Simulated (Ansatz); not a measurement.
Reaction (atomization): `FCCCS` → 3 C• + F• + 7 H• + S•

Isolated molecules relaxed with PBE0-D4/def2-TZVP in Ansatz; ΔE leaves out vibrations. CBS: MP2 limit from def2 TZ/QZ plus the TZ coupled-cluster correction, frozen cores. This one scheme is used for every species, atoms too. Functionals use def2-TZVPP. HSE06 is defined as in plane-wave codes. Open shells (•) are unrestricted, without spin–orbit coupling. Spin–orbit coupling would lower the free atoms: a little for C, F, S. One conformer a species, not always the lowest.

`FCCCS`:

Z-matrix (Å, degrees):
```
C
C 1 1.506
F 1 1.388 2 109.7
H 1 1.093 2 111.1 3 118.9
H 1 1.093 2 111.2 3 -118.9
C 2 1.520 1 113.7 3 62.4
H 2 1.095 1 108.3 3 -174.8
H 2 1.096 1 108.8 3 -59.0
S 6 1.813 2 114.8 1 64.3
H 6 1.090 2 110.9 1 -171.6
H 6 1.092 2 110.0 1 -53.2
H 9 1.343 6 96.8 2 67.5
```

```csv
level,ΔE (kJ/mol),difference from CCSD(T)/CBS
B97M-V,4498.4,9.7
r2SCANh-D4,4475.2,-13.5
PBE-QIDH,4473.6,-15.1
PBE,4564.6,75.9
r2SCAN0,4434.6,-54.1
HSE06,4499.7,11.0
BHLYP,4333.6,-155.1
HF/def2-QZVPP,3301.1,-1187.6
MP2/def2-QZVPP,4504.9,16.2
SCS-MP2/def2-QZVPP,4488.3,-0.4
CCSD(T)/CBS,4488.7,0
```

Largest T1 diagnostic among the species: 0.010.

From PBE to PBE0 (25 % exact exchange), in def2-TZVPP and without D4, ΔE moves by −69.5 kJ/mol: exact exchange takes away binding that semilocal exchange gives to molecules. Leaving LDA and LC-ωPBE aside and taking each functional with its dispersion term where it has one, the values, not all of them listed here, spread over 228.1 kJ/mol, from BHLYP-D4 to PBE-D4. LDA lies +595.1 kJ/mol from PBE without D4, its usual overbinding.

For atomizations the MP2-based limit and the directly extrapolated one differ by several kJ/mol either way, and by 10 to 25 for some Ge, Se and Sn compounds, so smaller differences from it don't rank the levels.
